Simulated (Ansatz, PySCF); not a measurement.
# How well does each level of theory give the bulk modulus B0 of zinc-blende InSb?

Reference value: 46.1 GPa (measured, 0 K value with the zero-point phonon effect removed; as tabulated in Mejia-Rodriguez and Trickey (2018), arXiv:1807.09216).

| level (code) | value (GPa) | cell (Å³/atom) | error (%) |
|---|---|---|---|
| LDA (Ansatz) | 46.6 | 33.54 | +1.1 |
| PBE (Ansatz) | 36.7 | 36.51 | -20 |
| r²SCAN-D4 (Ansatz) | 44.8 | 34.83 | -2.8 |
| HSE06 (Ansatz) | 44.0 | 35.07 | -4.6 |
| MP2 (PySCF) | 46.1 ± 1 | 35.40 | 0.0 |

Once the reference is moved by up to 5.0 % (a margin picked here for doubts on the reference and the settings) and values within 1.7 % count as equal, the nearest can be MP2 (0.0 %), LDA (+1.1 %), r²SCAN-D4 (-2.8 %) or HSE06 (-4.6 %). Farthest off among them: PBE (-20 %). Within 10 %: LDA, r²SCAN-D4, HSE06, MP2.

A ± on a computed value is a rough bar: the spread of its extrapolation, a floor set from checks against published values, or a statistical error. Each level is taken at its own relaxed cell. Cutoffs and k meshes differ between the levels. Ansatz's density-functional and Hartree–Fock values are scalar-relativistic unless marked +SOC, with PAW data made under PBE.

Differences are worked out from the printed values.

Ansatz is a first-principles code.
